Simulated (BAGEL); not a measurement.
# [AlH3]− (SMILES [AlH3-]): CASPT2(7,7)/6-31G(d) (density fitting with qzvpp-jkfit, spherical functions)

Aim: the energy change on altering one bond length of [AlH3]− at CASPT2(7,7)/6-31G* (density fitting with qzvpp-jkfit, spherical functions), from 2 runs. 

The results are computed with BAGEL 1.2.2.

3 further runs of the same task are left out: 3 that didn't finish. Runs told in other sessions of the task aren't counted.

## 1. The molecule

[AlH3]−: 4 atoms, total charge -1, spin state doublet. As SMILES, `[AlH3-]`. The shape comes from GFN2-xTB, which is rough for such elements, and wasn't checked as a minimum.

Bond lengths: Al1–H2 1.684 Å, Al1–H3 1.685 Å, Al1–H4 1.685 Å. Angles: H2–Al1–H3 101.1°, H2–Al1–H4 101.1°, H3–Al1–H4 101.1°.

## 2. The energy at CASPT2(7,7)/6-31G(d) (density fitting with qzvpp-jkfit, spherical functions)

job.json reads:

```json
{ "bagel": [

{
  "title": "molecule",
  "basis": "6-31gs.json",
  "df_basis": "qzvpp-jkfit",
  "angstrom": true,
  "geometry": [
    { "atom": "Al", "xyz": [      -0.161060,       0.455350,      -0.307260 ] },
    { "atom": "H", "xyz": [       0.471920,       0.754070,       1.224440 ] },
    { "atom": "H", "xyz": [      -1.350110,      -0.683860,       0.050500 ] },
    { "atom": "H", "xyz": [       1.039250,      -0.525560,      -0.967690 ] }
  ]
},

{ "title": "hf" },

{ "title": "casscf", "nstate": 1, "nact": 7, "nclosed": 5, "charge": -1, "nspin": 1, "maxiter": 200, "natocc": true },

{ "title": "print", "file": "orbitals.molden", "orbitals": true },

{ "title": "smith", "method": "caspt2", "ms": true, "xms": true, "sssr": true, "shift": 0.0, "ncore": 5 }

]}
```

The basis set 6-31G* is read from a file made from the Basis Set Exchange's data (not shown).

On the command line:

```bash
BAGEL_NUM_THREADS=1 BAGEL job.json > job.out
```

Log:

```text
* using 1 threads per process

  ===============================================================
  ===============================================================

  *** Geometry ***

  { "atom" : "Al", "xyz" : [     -0.304359,      0.860487,     -0.580637 ] },
  { "atom" : "H", "xyz" : [      0.891800,      1.424986,      2.313856 ] },
  { "atom" : "H", "xyz" : [     -2.551338,     -1.292308,      0.095431 ] },
  { "atom" : "H", "xyz" : [      1.963898,     -0.993164,     -1.828669 ] },

  Number of auxiliary basis functions:      182

  Since a DF basis is specified, we compute 2- and 3-index integrals:
    o Being stored without compression. Storage requirement is 0.001 GB

  Number of basis functions:       24
  Number of electrons      :       16

    * METHOD: MOLECULE                             0.02

  *** RHF ***

  === Nuclear Repulsion ===
    12.8604091249

      * DIIS with orbital gradients will be used.

  === RHF iteration (6-31gs.json) ===
      0       -243.52969855          0.01332380           0.00
      1       -243.54806321          0.00283037           0.00
      2       -243.54930626          0.00071636           0.00
      3       -243.54938553          0.00012867           0.00
      4       -243.54938721          0.00001131           0.00
      5       -243.54938723          0.00000117           0.00
      6       -243.54938723          0.00000010           0.00
      7       -243.54938723          0.00000002           0.00
      8       -243.54938723          0.00000000           0.00
    * SCF iteration converged.

    * Permanent dipole moment:
           (    0.430138,    -1.216538,     0.820605) a.u.

    * METHOD: HF                                   0.03

  ---------------------------
      CASSCF calculation
  ---------------------------

    * nstate   :      1
    * nclosed  :      5
    * nact     :      7
    * nvirt    :     12
  === CASSCF iteration (6-31gs.json) ===

    * Using the second-order algorithm

      0  0      -243.59147373     1.63e-02      0.00

      1  0      -243.60879159     2.23e-03      0.01

      2  0      -243.62822064     3.06e-03      0.01

      3  0      -243.63665815     6.82e-04      0.01

      4  0      -243.63694028     2.17e-04      0.01

      5  0      -243.63694295     9.04e-05      0.01

      6  0      -243.63694335     3.94e-05      0.01

      7  0      -243.63694343     1.75e-05      0.01

      8  0      -243.63694345     7.82e-06      0.01

      9  0      -243.63694345     3.51e-06      0.01

     10  0      -243.63694345     1.57e-06      0.01

     11  0      -243.63694345     7.07e-07      0.01

     12  0      -243.63694345     3.18e-07      0.01

     13  0      -243.63694345     1.43e-07      0.01

     14  0      -243.63694345     6.42e-08      0.01

     15  0      -243.63694345     2.89e-08      0.01

     16  0      -243.63694345     1.30e-08      0.01

     17  0      -243.63694345     5.92e-09      0.01

    * Second-order optimization converged. *

     guess   0:   closed 111....              open ...1...

  === FCI iteration ===

      0  0      -243.59362744     6.54e-03      0.00
      1  0      -243.63561280     1.49e-03      0.00
      2  0      -243.63688220     3.06e-04      0.00
      3  0      -243.63694011     6.45e-05      0.00
      4  0      -243.63694322     1.80e-05      0.00
      5  0      -243.63694344     4.81e-06      0.00
      6  0      -243.63694345     8.96e-07      0.00
      7  0      -243.63694345     2.66e-07      0.00
      8  0      -243.63694345     5.39e-08      0.00
      9  0      -243.63694345     1.65e-08      0.00
     10  0      -243.63694345     5.44e-09      0.00
     11  0      -243.63694345     1.79e-09      0.00
     12  0      -243.63694345     4.69e-10      0.00
     13  0      -243.63694345     1.56e-10      0.00
     14  0 *    -243.63694345     4.24e-11      0.00

     * ci vector, state   0, <S^2> = 0.7500
       222a...     0.9819449282
       2.2a..2     0.0576137370
       22.a.2.     0.0574387911

    * METHOD: CASSCF                               0.22

    * METHOD: PRINT                                0.00

  === SMITH program ===

    * freezing 5 orbitals

    * Approximate memory requirement for SMITH calulation per MPI process:
      o Storage requirement for T-amplitude, lambda, and residual is 0.00 GB
      o Storage requirement for MO integrals is 0.00 GB
    * Calculating and saving rdm4f

    * Zeroth order energy : state  0       -1.1459427519

    * CASPT2 iteration is performed using redundant basis

      ---- iteration ----

        0    -0.02960488     0.00806809      0.02
        1    -0.03033317     0.00153391      0.02
        2    -0.03037553     0.00025190      0.02
        3    -0.03037644     0.00005389      0.02
        4    -0.03037652     0.00001198      0.02
        5    -0.03037652     0.00000209      0.02
        6    -0.03037652     0.00000060      0.02

      -------------------

    * CASPT2 energy : state  0     -243.6673199770
        reference weight              0.9814011251

    * METHOD: SMITH                                0.36

  ===============================================================
```

It took 0.92 s on 1 thread of Intel Xeon 6975P-C (Granite Rapids), shared host; peak memory 0.14 GiB.

## 3. The distorted shape at the same level

job.json reads:

```json
{ "bagel": [

{
  "title": "molecule",
  "basis": "6-31gs.json",
  "df_basis": "qzvpp-jkfit",
  "angstrom": true,
  "geometry": [
    { "atom": "Al", "xyz": [       0.195685,       0.797142,      -0.414597 ] },
    { "atom": "H", "xyz": [       0.828665,       1.095862,       1.117103 ] },
    { "atom": "H", "xyz": [      -1.350110,      -0.683860,       0.050500 ] },
    { "atom": "H", "xyz": [       1.395995,      -0.183768,      -1.075027 ] }
  ]
},

{
  "title": "hf"
},

{
  "title": "casscf",
  "nstate": 1,
  "nact": 7,
  "nclosed": 5,
  "charge": -1,
  "nspin": 1,
  "maxiter": 200,
  "natocc": true
},

{
  "title": "print",
  "file": "orbitals.molden",
  "orbitals": true
},

{
  "title": "smith",
  "method": "caspt2",
  "ms": true,
  "xms": true,
  "sssr": true,
  "shift": 0.0,
  "ncore": 5
}

]}
```

The basis set 6-31G* is read from a file made from the Basis Set Exchange's data (not shown).

On the command line:

```bash
BAGEL_NUM_THREADS=1 BAGEL job.json > job.out
```

Log:

```text
* using 1 threads per process

  ===============================================================
  ===============================================================

  *** Geometry ***

  { "atom" : "Al", "xyz" : [      0.369791,      1.506380,     -0.783475 ] },
  { "atom" : "H", "xyz" : [      1.565950,      2.070879,      2.111019 ] },
  { "atom" : "H", "xyz" : [     -2.551338,     -1.292308,      0.095431 ] },
  { "atom" : "H", "xyz" : [      2.638048,     -0.347271,     -2.031507 ] },

  Number of auxiliary basis functions:      182

  Since a DF basis is specified, we compute 2- and 3-index integrals:
    o Being stored without compression. Storage requirement is 0.001 GB

  Number of basis functions:       24
  Number of electrons      :       16

    * METHOD: MOLECULE                             0.03

  *** RHF ***

  === Nuclear Repulsion ===
    11.8631578176

      * DIIS with orbital gradients will be used.

  === RHF iteration (6-31gs.json) ===
      0       -243.48252254          0.01367076           0.00
      1       -243.50463528          0.00316031           0.00
      2       -243.50620979          0.00092463           0.00
      3       -243.50635410          0.00017517           0.00
      4       -243.50635758          0.00002713           0.00
      5       -243.50635769          0.00000815           0.00
      6       -243.50635770          0.00000316           0.00
      7       -243.50635771          0.00000043           0.00
      8       -243.50635771          0.00000004           0.00
      9       -243.50635771          0.00000001           0.00
     10       -243.50635771          0.00000000           0.00
    * SCF iteration converged.

    * Permanent dipole moment:
           (    0.015804,    -1.414926,     0.829357) a.u.

    * METHOD: HF                                   0.04

  ---------------------------
      CASSCF calculation
  ---------------------------

    * nstate   :      1
    * nclosed  :      5
    * nact     :      7
    * nvirt    :     12
  === CASSCF iteration (6-31gs.json) ===

    * Using the second-order algorithm

      0  0      -243.56806895     1.69e-02      0.01

      1  0      -243.59849087     4.55e-03      0.02

      2  0      -243.61428381     1.03e-03      0.02

      3  0      -243.61524724     5.25e-04      0.02

      4  0      -243.61527882     2.64e-04      0.02

      5  0      -243.61528339     1.19e-04      0.02

      6  0      -243.61528422     5.23e-05      0.02

      7  0      -243.61528438     2.28e-05      0.02

      8  0      -243.61528441     9.87e-06      0.02

      9  0      -243.61528441     4.28e-06      0.02

     10  0      -243.61528442     1.85e-06      0.02

     11  0      -243.61528442     8.03e-07      0.03

     12  0      -243.61528442     3.48e-07      0.02

     13  0      -243.61528442     1.51e-07      0.02

     14  0      -243.61528442     6.55e-08      0.02

     15  0      -243.61528442     2.84e-08      0.02

     16  0      -243.61528442     1.24e-08      0.01

     17  0      -243.61528442     5.40e-09      0.01

    * Second-order optimization converged. *

     guess   0:   closed 111....              open ...1...

  === FCI iteration ===

      0  0      -243.56529811     6.46e-03      0.00
      1  0      -243.61305094     1.72e-03      0.00
      2  0      -243.61514175     4.17e-04      0.00
      3  0      -243.61527451     1.01e-04      0.00
      4  0      -243.61528354     3.00e-05      0.00
      5  0      -243.61528433     9.29e-06      0.00
      6  0      -243.61528441     2.76e-06      0.00
      7  0      -243.61528441     1.22e-06      0.00
      8  0      -243.61528442     3.86e-07      0.00
      9  0      -243.61528442     1.50e-07      0.00
     10  0      -243.61528442     4.29e-08      0.00
     11  0      -243.61528442     1.15e-08      0.00
     12  0      -243.61528442     3.03e-09      0.00
     13  0      -243.61528442     9.17e-10      0.00
     14  0      -243.61528442     2.44e-10      0.00
     15  0 *    -243.61528442     6.42e-11      0.00

     * ci vector, state   0, <S^2> = 0.7500
       222a...    -0.9742789302
       22.a2..    -0.1407296686
       22.2a..     0.0587571287
       2.2a..2    -0.0564363946
       2.2a.2.    -0.0561515126

    * METHOD: CASSCF                               0.36

    * METHOD: PRINT                                0.00

  === SMITH program ===

    * freezing 5 orbitals

    * Approximate memory requirement for SMITH calulation per MPI process:
      o Storage requirement for T-amplitude, lambda, and residual is 0.00 GB
      o Storage requirement for MO integrals is 0.00 GB
    * Calculating and saving rdm4f

    * Zeroth order energy : state  0       -1.0863997048

    * CASPT2 iteration is performed using redundant basis

      ---- iteration ----

        0    -0.02705206     0.00747043      0.03
        1    -0.02772032     0.00133026      0.03
        2    -0.02775503     0.00024162      0.02
        3    -0.02775590     0.00004744      0.02
        4    -0.02775597     0.00001072      0.02
        5    -0.02775597     0.00000189      0.02
        6    -0.02775597     0.00000055      0.03

      -------------------

    * CASPT2 energy : state  0     -243.6430403880
        reference weight              0.9821831640

    * METHOD: SMITH                                0.45

  ===============================================================
```

Wall time 1.3 s (1 thread of Intel Xeon 6975P-C (Granite Rapids), shared host); peak memory 0.14 GiB.

## 4. Results

Level: CASPT2(7,7)/6-31G* (density fitting with qzvpp-jkfit, spherical functions), 5 core orbitals frozen.

| quantity | value |
| --- | --- |
| first shape: total energy | -243.66732 Eh |
| distorted shape: total energy | -243.64304 Eh |
| energy change with the Al1–H3 bond stretched from 1.685 to 2.191 Å | 0.661 eV |

What this shows: With the Al1–H3 bond stretched from 1.685 to 2.191 Å the energy rises by 0.66 eV (15.2 kcal/mol). The first shape isn't relaxed at this level, so the change isn't measured from a minimum.
